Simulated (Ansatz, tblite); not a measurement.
# The cluster B2N2−: one state, many levels

The task here is to estimate one member of a computed series from the others.

The runs use Ansatz 0.2.0, Gaussian basis; as each input shows.

Plan: GFN1-xTB, GFN2-xTB, PBE-D4/def2-TZVPD, r2SCAN-D4/def2-TZVPD, HF/def2-TZVPD, r2SCAN0-D4/def2-TZVPD, LDA/def2-TZVPD, B2PLYP/def2-TZVPD, B97M-V/def2-TZVPD, PBE-D4/def2-SVPD, PBE0-D4/def2-SVPD, HF/STO-3G, CCSD(T)/def2-TZVPPD, MP2/def2-TZVPD, RPA/def2-TZVPD.

### The geometry

The doublet was relaxed beforehand with PBE0-D4/def2-TZVPD. At that level it is the lowest of the isomers that a small search found.

4 atoms, charge -1, spin multiplicity 2.

Bond lengths: B1–N4 1.315 Å, B2–N3 1.333 Å, B2–N4 1.331 Å. Angles: N3–B2–N4 180.0°, B1–N4–B2 179.9°.

The ion is computed in the gas phase, without counter-ions or solvent.

PBE0-D4/def2-TZVPD was run before; its log isn't repeated, and its numbers join the tables.

Set-up of the first run:

Tight binding, by tblite at 300 K electronic temperature and without a spin-polarisation term:

```python
tblite.interface.Calculator('GFN1-xTB', numbers, positions, charge=-1, uhf=1).singlepoint()
```

Tight binding, by tblite at 300 K electronic temperature and without a spin-polarisation term:

```python
tblite.interface.Calculator('GFN2-xTB', numbers, positions, charge=-1, uhf=1).singlepoint()
```

start.molden holds the orbitals of an earlier run on this state, given as this run's starting guess.

Input file in.yaml:

```yaml
crystal:
  periodic: [false, false, false]
  atoms:
    - {symbol: B, position_ang: [0.867828, 0.286173, 1.762248]}
    - {symbol: B, position_ang: [-0.288961, -0.095293, -0.586754]}
    - {symbol: N, position_ang: [-0.872439, -0.287574, -1.770015]}
    - {symbol: N, position_ang: [0.293572, 0.096684, 0.594511]}
basis:
  gaussian: {orbitals: def2-TZVPD, initial_orbitals: start.molden}
total_charge: -1
magnetization: {spin_polarized: true, initial_magnetization: 1}
hamiltonian: {xc: pbe, dispersion: d4}
scf: {omitted_lower_state_checks: [starts]}
output: {orbitals: {seedname: orbitals}}
```

On the command line:

```sh
$ ansatz run in.yaml --threads 4 --pin off --events-out ev --progress --plain --max-ram 3916MiB
```

Steps of the session up to this table: PBE-D4/def2-TZVPD; r2SCAN-D4/def2-TZVPD; HF/def2-TZVPD; r2SCAN0-D4/def2-TZVPD; LDA/def2-TZVPD; B2PLYP/def2-TZVPD; B97M-V/def2-TZVPD; PBE-D4/def2-SVPD; PBE0-D4/def2-SVPD; HF/STO-3G; CCSD(T)/def2-TZVPPD; MP2/def2-TZVPD; RPA/def2-TZVPD.

One of the session's tables, all rows but one given; the rest of the session is left out.

It belongs to the step «Levels side by side». 

| level | HOMO (eV) | LUMO (eV) | gap (eV) |
| --- | --- | --- | --- |
| HF/STO-3G | 1.03 | 11.60 | 10.57 |
| HF/def2-TZVPD | ? | ? | ? |
| LDA/def2-TZVPD | -0.74 | -0.71 | 0.04 |
| PBE-D4/def2-SVPD | -0.46 | -0.34 | 0.12 |
| PBE-D4/def2-TZVPD | -0.51 | -0.38 | 0.13 |
| r2SCAN-D4/def2-TZVPD | -0.56 | 0.00 | 0.56 |
| B97M-V/def2-TZVPD | -0.66 | 0.06 | 0.73 |
| PBE0-D4/def2-SVPD | -1.37 | 0.81 | 2.18 |
| PBE0-D4/def2-TZVPD | -1.45 | 0.84 | 2.30 |
| r2SCAN0-D4/def2-TZVPD | -1.60 | 1.19 | 2.79 |

Estimate the missing values for HF/def2-TZVPD.

**Answer.** HOMO (eV): -4.20; LUMO (eV): 4.59; gap (eV): 8.79. In the column «HOMO (eV)» it is the lowest.

Caveats from the session: The anion's highest level is positive in at least one run, so there the basis alone may hold the extra electron.
